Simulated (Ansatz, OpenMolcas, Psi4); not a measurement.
## AlO (oxoaluminum): methods side by side

AlO: 2 atoms, total charge 0, spin state doublet. SMILES: `[O]=[Al]`. The coordinates come from a PBE0-D4/def2-TZVP relaxation.

```xyz
2

O     0.0000    0.0000   -0.0249
Al    0.0000    0.0000    1.5950
```

Quantity: the electronic atomisation energy, in eV. The values are calculated. Electronic energies at fixed atoms, without zero-point motion or spin-orbit coupling.

| level | kind | program | value (eV) | less CCSD(T)/def2-TZVPPD |
| --- | --- | --- | --- | --- |
| UBLYP/def2-TZVPPD | GGA | OpenMolcas | 5.61 | +0.67 |
| U-r2SCAN/def2-TZVPPD | meta-GGA | OpenMolcas | 5.45 | +0.51 |
| U-r2SCAN0/def2-TZVPPD | hybrid meta-GGA | Ansatz | 4.89 | -0.05 |
| UB3LYP/def2-TZVPPD | global hybrid | OpenMolcas | 5.21 | +0.27 |
| UHSE06/def2-TZVPPD | range-separated hybrid | Ansatz | 5.07 | +0.13 |
| UB2PLYP/def2-TZVPPD (density fitting for correlation) | double hybrid | Psi4 | 5.24 | +0.30 |
| UPBE-QIDH/def2-TZVPPD | double hybrid | Ansatz | 4.90 | -0.04 |
| RPA@PBE0/def2-TZVPPD | RPA | Ansatz | 4.77 | -0.17 |
| UMP2/def2-TZVPPD | perturbation theory | Ansatz | 4.23 | -0.71 |
| ROCCSD(T)/def2-TZVPPD | coupled cluster or CI | OpenMolcas | 4.94 | 0.00 |

ROCCSD(T)/def2-TZVPPD is the highest level here, not the true value. The values span 4.23 to 5.61 eV. Spin contamination of the reference (⟨S²⟩ at least 0.1 too high) touches UMP2/def2-TZVPPD.
